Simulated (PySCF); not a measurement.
# NO+: excited-state relaxation, vibronic structure

Wanted: excited-state relaxation, vibronic structure for NO+ (`N#[O+]`).

Programs: PySCF 2.14.0, with routines of our own; each step states its level. All values are computed. Atoms count from 0.

## Step 1: The starting structure

2 atoms, charge 1, multiplicity 1; geometry from: GFN2-xTB.

## Step 2: Geometry optimisation at PBE0/def2-TZVP

Job settings and geometry (Å):

```
{"job": {"xc": "PBE0", "basis": "def2-TZVP", "grid": 1, "kind": "geom"}, "charge": 1, "multiplicity": 1}
N      0.527355    -0.002852    -0.002890
O     -0.524598     0.004120    -0.011259
```

Run with:

```
OMP_NUM_THREADS=1 python excited_run.py task.json out
```

One launch serves the whole session: the jobs run in the order shown.

What it wrote:

```text
step   0  E = -129.45636415  max force = 0.005682
step   1  E = -129.45637315  max force = 0.000559
step   2  E = -129.45637322  max force = 0.000128
optimisation converged
```

Run time: 2.5 s. Hardware: 1 thread of Intel Xeon at 2.70GHz, shared host; peak memory 0.25 GiB.

The steps of the relaxation:

| step | energy from step 0 (eV) | largest force component (eV/Å) |
| --- | --- | --- |
| 0 | 0.0000 | 0.2922 |
| 1 | -0.0002 | 0.0287 |
| 2 | -0.0002 | 0.0066 |

The bond:

| bond | before (Å) | after (Å) | change (Å) |
| --- | --- | --- | --- |
| N0–O1 | 1.052 | 1.054 | +0.002 |

The end geometry stands in the next job.

| at the end point | value |
| --- | --- |
| point group (found at 0.08 Å tolerance) | Cinfv |
| rotational constants (GHz, main isotopes) | 60.964, 60.964 |

## Step 3: Excited-state relaxation: TDDFT PBE0/def2-TZVP

Job settings and geometry (Å):

```
{"job": {"kind": "xopt", "state": "S1", "method": "TDDFT", "freq": true, "xc": "PBE0", "basis": "def2-TZVP", "grid": 1}, "charge": 1, "multiplicity": 1}
N      0.529952    -0.002612    -0.003128
O     -0.523686     0.004621    -0.011801
```

Level: TDDFT PBE0/def2-TZVP excited-state geometry optimisation, gas phase.

What it wrote:

```text
final grid: 10304 points
cycle   1  E = -129.3794122756  dE =  8.760e-01  |g| = 5.888e-01  |ddm| = 1.407e+00
cycle   2  E = -129.2317663600  dE =  1.476e-01  |g| = 1.175e+00  |ddm| = 7.689e-01
cycle   3  E = -129.4477775392  dE = -2.160e-01  |g| = 2.394e-01  |ddm| = 4.621e-01
cycle   4  E = -129.4563551548  dE = -8.578e-03  |g| = 1.070e-02  |ddm| = 9.280e-02
cycle   5  E = -129.4563729231  dE = -1.777e-05  |g| = 1.409e-03  |ddm| = 7.083e-03
cycle   6  E = -129.4563732145  dE = -2.914e-07  |g| = 1.487e-04  |ddm| = 8.448e-04
cycle   7  E = -129.4563732177  dE = -3.185e-09  |g| = 5.170e-06  |ddm| = 1.078e-04
cycle   8  E = -129.4563732177  dE = -5.059e-12  |g| = 1.497e-06  |ddm| = 5.017e-06
converged SCF energy = -129.4563732177

vertical S1 at the ground-state geometry: 10.0775 eV
step    E(state)/Eh    max force   excitation/eV  root
  0    -129.07827079   0.372939    10.2761      1
  1    -129.12956949   0.203920     8.2294      1
  2    -129.14224710   0.111464     7.3064      1
  3    -129.14895653   0.029798     6.3015      1
  4    -129.14959769   0.006429     5.9618      1
  5    -129.14963295   0.000513     5.8707      1
  6    -129.14963362   0.000011     5.8628      1
optimisation converged
vertical emission 5.8628 eV, adiabatic 8.3468 eV, Stokes shift 4.2147 eV, reorganisation 1.7307 (excited) and 2.4840 eV (ground)
zero-point change -0.0674 eV, 0-0 energy 8.2794 eV
frequencies of the excited state (cm-1): 1444
```

It took 34 s on 1 thread of Intel Xeon at 2.70GHz, shared host; peak memory 0.27 GiB.

In short:

| quantity | value |
| --- | --- |
| vertical absorption, S1 | 10.08 eV |
| adiabatic energy, S1 | 8.35 eV |
| vertical emission, S1 | 5.86 eV |
| Stokes shift, S1 | 4.21 eV |
| geometry moved (RMSD), S1 | 0.109 Å |

Bonds of the start that changed most:

| bond | start (Å) | end (Å) |
| --- | --- | --- |
| N0–O1 | 1.054 | 1.271 |

## Step 4: Excited-state relaxation: UKS PBE0/def2-TZVP

Job settings and geometry (Å):

```
{"job": {"kind": "xopt", "state": "T1", "method": "UKS", "freq": true, "xc": "PBE0", "basis": "def2-TZVP", "grid": 1}, "charge": 1, "multiplicity": 1}
N      0.529952    -0.002612    -0.003128
O     -0.523686     0.004621    -0.011801
```

With the program's defaults for keys left out, this is: UKS PBE0/def2-TZVP excited-state geometry optimisation, gas phase.

What it wrote:

```text
final grid: 10304 points
cycle   1  E = -129.3794122756  dE =  8.760e-01  |g| = 5.888e-01  |ddm| = 1.407e+00
cycle   2  E = -129.2317663600  dE =  1.476e-01  |g| = 1.175e+00  |ddm| = 7.689e-01
cycle   3  E = -129.4477775392  dE = -2.160e-01  |g| = 2.394e-01  |ddm| = 4.621e-01
cycle   4  E = -129.4563551548  dE = -8.578e-03  |g| = 1.070e-02  |ddm| = 9.280e-02
cycle   5  E = -129.4563729231  dE = -1.777e-05  |g| = 1.409e-03  |ddm| = 7.083e-03
cycle   6  E = -129.4563732145  dE = -2.914e-07  |g| = 1.487e-04  |ddm| = 8.448e-04
cycle   7  E = -129.4563732177  dE = -3.185e-09  |g| = 5.170e-06  |ddm| = 1.078e-04
cycle   8  E = -129.4563732177  dE = -5.059e-12  |g| = 1.497e-06  |ddm| = 5.017e-06
converged SCF energy = -129.4563732177

vertical T1 at the ground-state geometry: 7.6461 eV
step    E(state)/Eh    max force   <S^2>
  0    -129.16883660   0.318260    2.0136
  1    -129.19644011   0.026249    2.0213
  2    -129.19665437   0.014630    2.0219
  3    -129.19675543   0.000715    2.0228
  4    -129.19675572   0.000005    2.0229
optimisation converged
vertical emission 6.4382 eV, adiabatic 7.0646 eV, Stokes shift 1.2079 eV, reorganisation 0.5816 (excited) and 0.6263 eV (ground)
zero-point change -0.0388 eV, 0-0 energy 7.0257 eV
frequencies of the excited state (cm-1): 1904
```

Wall time 17 s (1 thread of Intel Xeon at 2.70GHz, shared host); peak memory 0.27 GiB.

From this job:

| quantity | value |
| --- | --- |
| vertical gap at the ground-state geometry, T1 | 7.65 eV |
| adiabatic energy, T1 | 7.06 eV |
| vertical gap at the relaxed geometry, T1 | 6.44 eV |
| difference of the two gaps, T1 | 1.21 eV |
| geometry moved (RMSD), T1 | 0.048 Å |

Bonds of the start that changed most:

| bond | start (Å) | end (Å) |
| --- | --- | --- |
| N0–O1 | 1.054 | 1.149 |

## Step 5: Excited-state relaxation: TDA PBE0/def2-TZVP

Job settings and geometry (Å):

```
{"job": {"kind": "xopt", "state": "T1", "method": "TDA", "xc": "PBE0", "basis": "def2-TZVP", "grid": 1}, "charge": 1, "multiplicity": 1}
N      0.529952    -0.002612    -0.003128
O     -0.523686     0.004621    -0.011801
```

Method: TDA PBE0/def2-TZVP excited-state geometry optimisation, gas phase.

What it wrote:

```text
final grid: 10304 points
cycle   1  E = -129.3794122756  dE =  8.760e-01  |g| = 5.888e-01  |ddm| = 1.407e+00
cycle   2  E = -129.2317663600  dE =  1.476e-01  |g| = 1.175e+00  |ddm| = 7.689e-01
cycle   3  E = -129.4477775392  dE = -2.160e-01  |g| = 2.394e-01  |ddm| = 4.621e-01
cycle   4  E = -129.4563551548  dE = -8.578e-03  |g| = 1.070e-02  |ddm| = 9.280e-02
cycle   5  E = -129.4563729231  dE = -1.777e-05  |g| = 1.409e-03  |ddm| = 7.083e-03
cycle   6  E = -129.4563732145  dE = -2.914e-07  |g| = 1.487e-04  |ddm| = 8.448e-04
cycle   7  E = -129.4563732177  dE = -3.185e-09  |g| = 5.170e-06  |ddm| = 1.078e-04
cycle   8  E = -129.4563732177  dE = -5.059e-12  |g| = 1.497e-06  |ddm| = 5.017e-06
converged SCF energy = -129.4563732177

vertical T1 at the ground-state geometry: 7.6159 eV
step    E(state)/Eh    max force   excitation/eV  root
  0    -129.17002603   0.314548     7.7793      1
  1    -129.20203076   0.212846     6.3578      1
  2    -129.21558057   0.110750     5.4090      1
  3    -129.22182705   0.029107     4.4832      1
  4    -129.22239223   0.005817     4.1771      1
  5    -129.22241809   0.000413     4.1025      1
  6    -129.22241856   0.000012     4.0967      1
optimisation converged
vertical emission 4.0967 eV, adiabatic 6.3662 eV, Stokes shift 3.5192 eV, reorganisation 1.2497 (excited) and 2.2695 eV (ground)
```

Run time: 11 s. Hardware: 1 thread of Intel Xeon at 2.70GHz, shared host; peak memory 0.28 GiB.

Key values:

| quantity | value |
| --- | --- |
| vertical gap at the ground-state geometry, T1 | 7.62 eV |
| adiabatic energy, T1 | 6.37 eV |
| vertical gap at the relaxed geometry, T1 | 4.10 eV |
| difference of the two gaps, T1 | 3.52 eV |
| geometry moved (RMSD), T1 | 0.103 Å |

Bonds of the start that changed most:

| bond | start (Å) | end (Å) |
| --- | --- | --- |
| N0–O1 | 1.054 | 1.259 |

## Step 6: Vibronic structure: TDDFT PBE0/def2-TZVP

Job settings and geometry (Å):

```
{"job": {"kind": "vib", "tda": false, "freq": true, "xc": "PBE0", "basis": "def2-TZVP", "grid": 1}, "charge": 1, "multiplicity": 1}
N      0.529952    -0.002612    -0.003128
O     -0.523686     0.004621    -0.011801
```

Level: TDDFT PBE0/def2-TZVP vertical-gradient vibronic structure (displaced harmonic oscillators, Condon), gas phase.

What it wrote:

```text
final grid: 10304 points
cycle   1  E = -129.3794122756  dE =  8.760e-01  |g| = 5.888e-01  |ddm| = 1.407e+00
cycle   2  E = -129.2317663600  dE =  1.476e-01  |g| = 1.175e+00  |ddm| = 7.689e-01
cycle   3  E = -129.4477775392  dE = -2.160e-01  |g| = 2.394e-01  |ddm| = 4.621e-01
cycle   4  E = -129.4563551548  dE = -8.578e-03  |g| = 1.070e-02  |ddm| = 9.280e-02
cycle   5  E = -129.4563729231  dE = -1.777e-05  |g| = 1.409e-03  |ddm| = 7.083e-03
cycle   6  E = -129.4563732145  dE = -2.914e-07  |g| = 1.487e-04  |ddm| = 8.448e-04
cycle   7  E = -129.4563732177  dE = -3.185e-09  |g| = 5.170e-06  |ddm| = 1.078e-04
cycle   8  E = -129.4563732177  dE = -5.059e-12  |g| = 1.497e-06  |ddm| = 5.017e-06
converged SCF energy = -129.4563732177

Singlet excitations (eV, f): 10.077 (0.0151)  10.077 (0.0151)  10.679 (0.0000)  11.324 (0.0000)  11.324 (0.0000)  15.997 (0.1327)

State S1  10.0775 eV  f = 0.01509  H->L 0.97
  relaxed dipole 0.870 D, largest gradient of the excitation energy 0.3246 Eh/bohr
  mode    cm-1        S   lambda/meV  Raman
    1   2530.5    2.5260     792.5   1.000
  reorganisation energy 0.7925 eV, total S 2.526, 0-0 9.2850 eV
  absorption maximum 9.913 eV, width 0.962 eV

State S2  10.0775 eV  f = 0.01509  H->L+1 0.97
  relaxed dipole 0.870 D, largest gradient of the excitation energy 0.3246 Eh/bohr
  mode    cm-1        S   lambda/meV  Raman
    1   2530.5    2.5260     792.5   1.000
  reorganisation energy 0.7925 eV, total S 2.526, 0-0 9.2850 eV
  absorption maximum 9.913 eV, width 0.962 eV

State S6  15.9975 eV  f = 0.13271  H-3->L 0.97
  relaxed dipole 0.535 D, largest gradient of the excitation energy 0.1593 Eh/bohr
  mode    cm-1        S   lambda/meV  Raman
    1   2530.5    0.6083     190.8   1.000
  reorganisation energy 0.1908 eV, total S 0.608, 0-0 15.8066 eV
  absorption maximum 15.807 eV, width 0.342 eV

State T1  7.6159 eV  f = 0.00000  H->L 0.99
  relaxed dipole 1.543 D, largest gradient of the excitation energy 0.2667 Eh/bohr
  mode    cm-1        S   lambda/meV  Raman
    1   2530.5    1.7053     535.0   1.000
  reorganisation energy 0.5350 eV, total S 1.705, 0-0 7.0809 eV
  absorption maximum 7.395 eV, width 0.954 eV
```

Wall time 2.8 s (1 thread of Intel Xeon at 2.70GHz, shared host); peak memory 0.28 GiB.

## Step 7: Results

```
                                                                                            quantity                       value
                                                                                         point group                       Cinfv
                                                                rotational constants (main isotopes)            60.96, 60.96 GHz
                                              vertical absorption, S1 (step 3, TDDFT PBE0/def2-TZVP)                    10.08 eV
                                                 adiabatic energy, S1 (step 3, TDDFT PBE0/def2-TZVP)                     8.35 eV
                                                vertical emission, S1 (step 3, TDDFT PBE0/def2-TZVP)                     5.86 eV
                                                     Stokes shift, S1 (step 3, TDDFT PBE0/def2-TZVP)                     4.21 eV
                          vertical gap at the ground-state geometry, T1 (step 4, UKS PBE0/def2-TZVP)                     7.65 eV
                                                   adiabatic energy, T1 (step 4, UKS PBE0/def2-TZVP)                     7.06 eV
                               vertical gap at the relaxed geometry, T1 (step 4, UKS PBE0/def2-TZVP)                     6.44 eV
                                         difference of the two gaps, T1 (step 4, UKS PBE0/def2-TZVP)                     1.21 eV
                          vertical gap at the ground-state geometry, T1 (step 5, TDA PBE0/def2-TZVP)                     7.62 eV
                                                   adiabatic energy, T1 (step 5, TDA PBE0/def2-TZVP)                     6.37 eV
                               vertical gap at the relaxed geometry, T1 (step 5, TDA PBE0/def2-TZVP)                     4.10 eV
                                         difference of the two gaps, T1 (step 5, TDA PBE0/def2-TZVP)                     3.52 eV
S1: vertical, reorganisation, 0-0, total S (step 6, TDDFT PBE0/def2-TZVP, modes from PBE0/def2-TZVP)   10.08, 0.79, 9.29 eV; 2.5
S2: vertical, reorganisation, 0-0, total S (step 6, TDDFT PBE0/def2-TZVP, modes from PBE0/def2-TZVP)   10.08, 0.79, 9.29 eV; 2.5
S6: vertical, reorganisation, 0-0, total S (step 6, TDDFT PBE0/def2-TZVP, modes from PBE0/def2-TZVP)  16.00, 0.19, 15.81 eV; 0.6
```

In words: With PBE0/def2-TZVP, its start was all but relaxed already: 2 steps gained 0.2 meV. In steps 3, 5 the driver flags a change of the state's leading configuration on relaxing; where it is real, start and end values belong to different states. In step 3 the harmonic model is doubtful. In step 3 (excited-state relaxation), among the bonds N0–O1 changes most, from 1.054 to 1.271 Å. In step 4 (excited-state relaxation), among the bonds N0–O1 changes most, from 1.054 to 1.149 Å. In step 5 (excited-state relaxation), among the bonds N0–O1 changes most, from 1.054 to 1.259 Å. Some states lie very close; unless symmetry makes them partners, their order is unsure. The vibronic model keeps the ground-state modes and shifts them along the gradient alone, so it can miss much of the relaxation that a full optimisation finds. ΔSCF (UKS) and response values aren't on one footing and may follow different states, so their differences aren't method errors alone, and singlets and triplets from the two don't rank.
